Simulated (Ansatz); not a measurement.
Geometry optimisation, Ansatz, RKS B3LYP-D4/def2-SVP.

The input (input.yaml):

```yaml
crystal:
  periodic: [false, false, false]
  atoms:
    - { symbol: "N", position_ang: [-0.9283, 0.0315, -0.6639] }
    - { symbol: Al, position_ang: [0.4278, -0.134, 0.598] }
    - { symbol: Cl, position_ang: [1.4199, -2.0788, 0.7942] }
    - { symbol: H, position_ang: [-1.1971, 1.0885, -0.644] }
    - { symbol: H, position_ang: [-0.555, -0.0927, -1.6359] }
    - { symbol: H, position_ang: [0.8748, 1.1214, 1.5053] }
basis:
  gaussian: { orbitals: def2-SVP }
hamiltonian:
  xc: b3lyp
  dispersion: d4
relax:
  f_tol: 0.02
  max_steps: 50
```

Run as:

```bash
$ ansatz run input.yaml --threads 1 --pin off --max-ram 2048MiB --backend cpu --events-out ev --progress --plain --runs-dir out
```

Question: Where does it end, and by what steps?

Answer: It converged. After 6 steps the energy has fallen by 0.528 eV; H5 moved furthest, 0.46 Å.

```csv
step,energy less start (eV),largest force component (eV/Å),accepted
0,0.0000,2.388,yes
1,-0.2378,1.518,yes
2,-0.4773,0.412,yes
3,-0.5203,0.174,yes
4,-0.5240,0.119,yes
5,-0.5275,0.067,yes
6,-0.5279,0.004,yes
```

```xyz
6
Properties=species:S:1:pos:R:3
N -0.633 0.253 -0.719
Al 0.482 -0.073 0.609
Cl 1.426 -1.964 0.652
H -1.144 1.123 -0.844
H -0.861 -0.395 -1.467
H 0.773 0.993 1.723
```

Run time: 25 s on 1 thread of Arm Neoverse N1, with other jobs on the host, peak memory 0.13 GiB.
